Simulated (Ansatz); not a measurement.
Input file:

```yaml
crystal:
  periodic: [false, false, false]
  atoms:
    - {symbol: Si, position_ang: [0.000000, 0.000000, 0.000000]}
    - {symbol: N, position_ang: [0.000000, 0.000000, 4.194000]}
basis:
  gaussian: {orbitals: 6-31G}
total_charge: 1
correlation: {method: fci, electrons: outside_noble_gas}
```

```sh
$ ansatz run in.yaml --threads 1 --pin off --events-out ev --progress --plain --max-ram 2393MiB
```

Output:

```
434 factors; integrals over basis functions are off by at most 5.1e-8 eV
mean field evaluation 1: about -9313.2494 eV, gradient 3.9e1 eV
mean field evaluation 2: about -9313.2525 eV, gradient 3.9e1 eV
mean field evaluation 4: about -9314.8646 eV, gradient 3.0e1 eV
mean field evaluation 8: about -9314.8647 eV, gradient 3.0e1 eV
mean field evaluation 16: about -9323.3668 eV, gradient 6.4e-4 eV
mean field evaluation 32: about -9319.0262 eV, gradient 1.3e1 eV
mean field evaluation 64: about -9322.0095 eV, gradient 2.0e0 eV
mean field evaluation 96: about -9323.3658 eV, gradient 1.6e-1 eV
mean field evaluation 128: about -9323.3729 eV, gradient 5.1e-2 eV
mean field evaluation 160: about -9322.7930 eV, gradient 7.0e-1 eV
mean field evaluation 192: about -9322.6275 eV, gradient 1.6e0 eV
mean field -9323.36679109 eV, -342.6274099676 hartree, gradient 2.4e-6 eV, S^2 0.000000; 18 other end points of the search recorded, 0 dependent functions left out; unrestricted orbitals would lower it
mean field evaluation 224: about -9329.0637 eV, gradient 2.7e0 eV
determinant -9323.36679109 eV, -342.6274099676 hartree, with singles and doubles -9329.01898255 eV, -342.8351241725 hartree
determinant -9322.01914535 eV, -342.5778849002 hartree, with singles and doubles -9328.34150917 eV, -342.8102274851 hartree
unrestricted determinant -9329.69764721 eV, -342.8600646388 hartree, S^2 2.0008
6 core orbitals not correlated: weight in the atoms' cores, before any rotation towards them, 1.000 or more for the frozen orbitals, at most 0.000 for the correlated occupied ones
reference -9323.36679109 eV, -342.6274099676 hartree; 4, 4 occupied and 12, 12 virtual orbitals, 434 factors
state -9330.65976333 eV, -342.8954217539 hartree
Total energy: -9330.65976333 eV, -342.8954217539 hartree
```

Natural occupations: 1.9860 1.9238 1.2770 0.8560 0.8557 0.4663 0.4656 0.1286 0.0111 0.0083 0.0064 0.0064 0.0024 0.0023 0.0023 0.0016.

Ran on 1 thread of Intel Xeon Platinum 8488C, shared host: 28 s wall, 0.26 GiB peak host memory.
